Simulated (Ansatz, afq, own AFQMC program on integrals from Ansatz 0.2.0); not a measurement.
**BN, triplet: AFQMC among the cluster methods**

```xyz
2

B     0.0000    0.0000    0.0000
N     0.0000    0.0000    1.3155
```

Basis 6-31G. Noble-gas cores (and the filled d shells of Ga–Kr and In–Xe) are frozen. Integrals, coupled cluster, full CI and functionals: Ansatz 0.2.0; the random walks run on the same integrals in our own AFQMC program. The CISD trial takes its coefficients from CCSD amplitudes. Released means that phaseless walkers are propagated on without the constraint, phases kept. Free projection: walkers drawn from exp(T), propagated without any constraint. Its projection time is finite, and what remains of the start isn't in its error. Uncertainties: one standard error, sampling alone.

Determinant: UHF, the one that the program's search chose, which needn't be the lowest solution. The geometry is a point of a scan.

Full CI on the same integrals is exact in this basis and with this determinant's frozen core.

Cautions: lower spins were not checked; raised T1 diagnostic (T1 0.049, weight of the determinant 0.88, largest double 0.12); unrestricted determinant slightly spin contaminated (⟨S²⟩ 2.07 against 2.00); in a space of 8 electrons in 9 natural orbitals full CI finds another state of this spin 15 meV below the state of CCSD(T); in a space of 8 electrons in 9 natural orbitals full CI finds another state of this spin 16 meV below the state of CCSDT(Q); in a space of 8 electrons in 9 natural orbitals full CI finds another state of this spin 16 meV below the state of CCSDTQ; the released energies are still falling, so no released level is given (meV from the phaseless value at times in 1/Eh: -16 ± 4 at 0.24, -22 ± 4 at 0.51, -24 ± 3 at 0.99, -30 ± 3 at 1.62, -40 ± 4 at 2.40), though the last usable value meets full CI within the noise.

* T1 diagnostic: 0.0490
* weight of the determinant in the CISD state: 0.879
* ⟨S²⟩ of the determinant: 2.074
* size of the correlated space: 8 electrons in 16 orbitals

Reference: full CI, correlation energy -4.022 eV.

| level | E − E(reference) (kJ/mol) | share of correlation (%) |
| --- | --- | --- |
| HF | 388.1 | 0.00 |
| MP2 | 67.1 | 82.71 |
| CCSD | 19.6 | 94.95 |
| CCSD(T) | 5.5 | 98.58 |
| CCSDT | 1.2 | 99.70 |
| CCSDT(Q) | -0.7 | 100.17 |
| CCSDTQ | 0.0 | 99.99 |
| ph-AFQMC/HF | 12.7 ± 2.2 | 96.72 |
| ph-AFQMC/CISD | 3.7 ± 0.4 | 99.04 |
| free AFQMC | 0.7 ± 0.4 | 99.82 |

CCSDT and higher add their correlation energy to the determinant of the CCSD(T) run, since their own runs factorise the integrals more tightly (a shift of under 2 meV). Free projections are given only where their last times agree within the noise and don't stop above the reference; a slow remainder of the start can still hide under it. A walk keeps the symmetry of its determinant, which the program's search chose and which needn't be the lowest solution, so a lower state of the same spin and another symmetry isn't excluded.
